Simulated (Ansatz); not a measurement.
# C3H5N: the cost of one run

Computed with the Python package of Ansatz 0.2.0. Level of theory: PBE/cc-pVDZ.

### Step 1. The system

Bond lengths: C1–C2 1.302 Å, C2–N3 1.307 Å, C1–C4 1.444 Å, N3–C4 1.338 Å, C1–H5 1.136 Å, C2–H6 1.109 Å, N3–H7 1.069 Å, C4–H8 1.111 Å, C4–H9 1.143 Å. Angles (14 of 15 angles, heavy atoms first): C1–C2–N3 91.9°, C2–C1–C4 89.0°, C2–N3–C4 93.6°, C1–C4–N3 84.6°, C1–C2–H6 132.9°, N3–C2–H6 135.3°, C2–C1–H5 134.6°, C4–C1–H5 136.3°, C2–N3–H7 118.2°, C4–N3–H7 116.4°, C1–C4–H8 116.0°, C1–C4–H9 115.5°, N3–C4–H8 112.2°, N3–C4–H9 118.1°.

No structure file is read: the coordinates are typed or built in the script.

### Step 2. The code

The input, opt.py:

```python
# -*- coding: utf-8 -*-
"""Geometry optimisation of C3H5N."""

import itertools
import warnings

import ansatz as az
from ase.data import atomic_numbers, covalent_radii
import numpy as np
from rdkit import Chem
from rdkit.Chem import AllChem

warnings.simplefilter("ignore", az.DeckWarning)

# a force-field geometry from the SMILES
rd = Chem.AddHs(Chem.MolFromSmiles("C1=CNC1"))
AllChem.EmbedMolecule(rd, randomSeed=439)
AllChem.UFFOptimizeMolecule(rd)
geometry = az.Crystal.molecule()
for atom, xyz in zip(rd.GetAtoms(), rd.GetConformer().GetPositions()):
    geometry = geometry.atom(atom.GetSymbol(), xyz.round(5).tolist())

calc = (
    geometry.calculation()
    .basis(gaussian="cc-pVDZ")
    .functional("PBE")
)
symbols = [site.symbol for site in geometry.cartesian_sites]
start = np.array([site.position_ang for site in geometry.cartesian_sites], dtype=float)
def progress(event):
    if event["event"] == "relax_step":
        row = event["data"]
        print(f"step {row['step']:3d}  E = {row['lagrangian_ev']:.6f} eV  largest force component {row['allowed_force_max_ev_ang']:.4f} eV/A")


rep = calc.relax(force_tolerance=0.005).session().plan().execute(on_event=progress).report
end = np.array(rep["positions_ang"])

for key in ("converged", "free_energy_ev", "reference_energy_ev", "n_frozen", "n_occupied", "n_virtual"):
    print(f"{key:22s} {rep[key]}")

# pairs closer than 1.2 times the sum of covalent radii, before or after
radius = [covalent_radii[atomic_numbers[s]] for s in symbols]
span = lambda where, i, j: np.linalg.norm(where[i] - where[j])
bonded = [(i, j) for i, j in itertools.combinations(range(len(symbols)), 2) if min(span(start, i, j), span(end, i, j)) < 1.2 * (radius[i] + radius[j])]
print("pair        before    after (A)")
for i, j in bonded:
    print(f"{symbols[i]}{i}-{symbols[j]}{j}".ljust(10), f"{span(start, i, j):8.4f} {span(end, i, j):8.4f}")
with open("c3h5n_opt.xyz", "w") as handle:
    handle.write(f"{len(symbols)}\nrelaxed C3H5N\n")
    handle.writelines(f"{s:2s} {x:11.6f} {y:11.6f} {z:11.6f}\n" for s, (x, y, z) in zip(symbols, end))
```

### Step 3. The calls as engine input

The engine receives this input:

```yaml
crystal:
  periodic: [false, false, false]
  atoms:
    - { symbol: C, position_ang: [-0.47264, -0.8856, 0.21985] }
    - { symbol: C, position_ang: [0.88095, -0.63774, 0.15018] }
    - { symbol: "N", position_ang: [0.68371, 0.77266, -0.19363] }
    - { symbol: C, position_ang: [-0.68285, 0.48565, -0.11428] }
    - { symbol: H, position_ang: [-1.09673, -1.74266, 0.43373] }
    - { symbol: H, position_ang: [1.75771, -1.25471, 0.29531] }
    - { symbol: H, position_ang: [1.2835, 1.60142, -0.40043] }
    - { symbol: H, position_ang: [-1.17078, 1.05193, 0.70966] }
    - { symbol: H, position_ang: [-1.18287, 0.60904, -1.10038] }
basis:
  gaussian:
    orbitals: cc-pVDZ
hamiltonian:
  xc: pbe
relax:
  f_tol: 0.005
```

### Step 4. The run

Started as:

```console
$ python opt.py
```

Q: Estimate wall time and peak memory on 1 thread of Arm Neoverse V1, shared host.

About 20 s, with a peak of 0.28 GiB.
